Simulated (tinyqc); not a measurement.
Inside a calculation. Method: CISD on RHF in the sto-6g basis, frozen core, for OH-, spin multiplicity 1. The basis has no diffuse functions, so it cannot describe the extra electron: this is an exercise in the method, not the real anion. One step of it, computed by the program tinyqc.

Problem. CISD: roots. Diagonalise (each vector has its largest component positive (the first on a tie)); all determinants have Ms = 0, so triplets appear too. The lowest singlet root is the correlation energy.

Occupation strings over the orbitals (2 doubly, a alpha, b beta, 0 empty; spin orbitals ordered 1a 1b 2a 2b ...): 222220 22a22b 2a222b 22b22a 2b222a 222202 222022 220222 2ab222 2ba222 202222

H - E(HF) between determinants (hartree):
```
           222220     22a22b     2a222b     22b22a     2b222a     222202     222022     220222
222220   0.000000   0.000000   0.000000   0.000000   0.000000   0.037958   0.037958   0.188387
22a22b   0.000000   0.414798   0.017633  -0.188387  -0.009835  -0.016677  -0.016677   0.140696
2a222b   0.000000   0.017633   0.942619  -0.009835  -0.116672  -0.024440  -0.024440   0.090854
22b22a   0.000000  -0.188387  -0.009835   0.414798   0.017633   0.016677   0.016677  -0.140696
2b222a   0.000000  -0.009835  -0.116672   0.017633   0.942619   0.024440   0.024440  -0.090854
222202   0.037958  -0.016677  -0.024440   0.016677   0.024440   0.454913   0.047461   0.021720
222022   0.037958  -0.016677  -0.024440   0.016677   0.024440   0.047461   0.454913   0.021720
220222   0.188387   0.140696   0.090854  -0.140696  -0.090854   0.021720   0.021720   0.979633
2ab222  -0.009835  -0.090854   0.084415   0.063316  -0.063361   0.032777   0.032777  -0.060531
2ba222   0.009835   0.063316  -0.063361  -0.090854   0.084415  -0.032777  -0.032777   0.060531
202222   0.116672  -0.063361   0.010622   0.063361  -0.010622   0.164519   0.164519   0.095275

           2ab222     2ba222     202222
222220  -0.009835   0.009835   0.116672
22a22b  -0.090854   0.063316  -0.063361
2a222b   0.084415  -0.063361   0.010622
22b22a   0.063316  -0.090854   0.063361
2b222a  -0.063361   0.084415  -0.010622
222202   0.032777  -0.032777   0.164519
222022   0.032777  -0.032777   0.164519
220222  -0.060531   0.060531   0.095275
2ab222   1.315260  -0.095275   0.046310
2ba222  -0.095275   1.315260  -0.046310
202222   0.046310  -0.046310   1.989390
```

Give: lowest roots of this matrix, relative to E(HF); lowest vectors; <S^2> of these roots; weight of the ground state by excitation level 0, 1, 2, ....

Solution.

lowest roots of this matrix, relative to E(HF) (hartree): -0.0440  0.2255  0.4075  0.4487  0.5104  0.8250  0.8782  1.2015

lowest vectors:
```
         root 1   root 2   root 3   root 4
222220   0.9783   0.0000   0.0000   0.0039
22a22b   0.0348   0.7068   0.0000   0.2261
2a222b   0.0121  -0.0099   0.0000   0.0778
22b22a  -0.0348   0.7068   0.0000  -0.2261
2b222a  -0.0121  -0.0099   0.0000  -0.0778
222202  -0.0465   0.0000   0.7071   0.6471
222022  -0.0465   0.0000  -0.7071   0.6471
220222  -0.1857   0.0000   0.0000  -0.1874
2ab222   0.0047   0.0198   0.0000  -0.0264
2ba222  -0.0047   0.0198   0.0000   0.0264
202222  -0.0381   0.0000   0.0000  -0.1078
```

<S^2> of these roots: 0.0000  2.0000  0.0000  0.0000  0.0000  2.0000  0.0000  0.0000

weight of the ground state by excitation level 0, 1, 2, ...: 0.9570  0.0027  0.0403

With one virtual orbital singles and doubles already span the full space.
